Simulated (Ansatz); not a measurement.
Born–Oppenheimer molecular dynamics of BH3O (5 atoms, charge 0, multiplicity 1). It starts from a relaxed structure.

Computed with Ansatz 0.2.0, RKS PBE-D4/cc-pVDZ.

| Quantity | Value |
| --- | --- |
| ensemble | NVT, Langevin thermostat |
| time step | 1 fs |
| steps asked | 300 |
| set temperature | 400 K |
| friction | 1 /fs |
| seed | 338913 |

First frame:

```xyz
5
Properties=species:S:1:pos:R:3
B -0.227 -0.356 0.069
O 0.416 0.809 0.361
H -0.826 -0.864 0.996
H -0.190 -0.841 -1.050
H 0.877 1.178 -0.417
```

**Question.** What does the run give?

**Answer.** All steps were run.

| Item | Value |
| --- | --- |
| steps done | 300 |
| time covered | 300 fs |
| mean temperature over the second half | 378 K |
| spread of the potential energy over the second half | 18.0 meV per atom |
| mean potential energy of the second half above the start | 37.7 meV per atom |

A run of 0.3 ps of so small a system gives no equilibrium averages. The friction is so strong that the motion is overdamped, so the time scale means little.

**Question.** What happens to the structure?

**Answer.** The same pairs are bonded in the first frame and the last. Pairs count as bonded within 1.25 times the sum of covalent radii (0.12 Å more for H–H). The details hang on the random start.

**Question.** How do temperature and energy run in time?

**Answer.** 
```json
{"time (fs)": "0.0", "T (K)": "320", "potential energy less start (eV)": "0.000"}
{"time (fs)": "25.0", "T (K)": "536", "potential energy less start (eV)": "0.087"}
{"time (fs)": "50.0", "T (K)": "316", "potential energy less start (eV)": "0.095"}
{"time (fs)": "75.0", "T (K)": "531", "potential energy less start (eV)": "0.166"}
{"time (fs)": "100.0", "T (K)": "416", "potential energy less start (eV)": "0.188"}
{"time (fs)": "125.0", "T (K)": "308", "potential energy less start (eV)": "0.137"}
{"time (fs)": "150.0", "T (K)": "235", "potential energy less start (eV)": "0.179"}
{"time (fs)": "175.0", "T (K)": "348", "potential energy less start (eV)": "0.157"}
{"time (fs)": "200.0", "T (K)": "361", "potential energy less start (eV)": "0.164"}
{"time (fs)": "225.0", "T (K)": "490", "potential energy less start (eV)": "0.153"}
{"time (fs)": "250.0", "T (K)": "382", "potential energy less start (eV)": "0.074"}
{"time (fs)": "275.0", "T (K)": "411", "potential energy less start (eV)": "0.273"}
{"time (fs)": "300.0", "T (K)": "149", "potential energy less start (eV)": "0.209"}
```

The run took 110 s on 1 thread of Arm Neoverse V2, on a shared host, peak memory 0.08 GiB.
